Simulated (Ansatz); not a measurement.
This geometry of CH5OSi (8 atoms, charge -1, multiplicity 1) is a first-order saddle point.

Level of theory: RKS PBE/def2-SVP (Ansatz).

```xyz
8
Properties=species:S:1:pos:R:3
C -0.561 0.774 -0.486
Si 0.699 -0.556 0.185
O -0.056 -1.702 1.183
H -1.320 0.315 -1.157
H -0.064 1.604 -1.037
H -1.117 1.216 0.377
H 1.666 0.443 0.927
H 0.753 -2.093 0.009
```

(1) Which two structures does it join? (They come from a converged band through this point; their orientation in space is the band's.)

(2) How far does it lie above each of them?

## Answers

(1) Bonds broken: O3–H8. Bonds formed: Si2–H8.

Initial state:

```xyz
8
Properties=species:S:1:pos:R:3
C -0.557 0.786 -0.493
Si 0.980 -0.426 -0.177
O 0.188 -1.591 0.940
H -1.269 0.374 -1.247
H -0.207 1.770 -0.885
H -1.145 0.985 0.435
H 1.615 0.548 0.899
H 0.395 -2.446 0.527
```

Final state:

```xyz
8
Properties=species:S:1:pos:R:3
C -0.589 0.656 -0.434
Si 0.484 -0.675 0.488
O -0.248 -1.560 1.589
H -1.440 0.180 -0.971
H 0.009 1.228 -1.181
H -1.023 1.386 0.285
H 1.688 0.205 0.954
H 1.119 -1.419 -0.730
```

(2) 1.63 eV above the first and 2.48 eV above the second. This is the barrier of this one path; another mechanism may lie lower. The orbitals stay closed-shell, which can raise the energy where a bond breaks towards radicals; this wasn't checked here. Limits of this set-up: an anion without diffuse functions.

The run took 3.2 min on 1 thread of AMD EPYC (Zen 3) (shared host), peak memory 0.13 GiB.
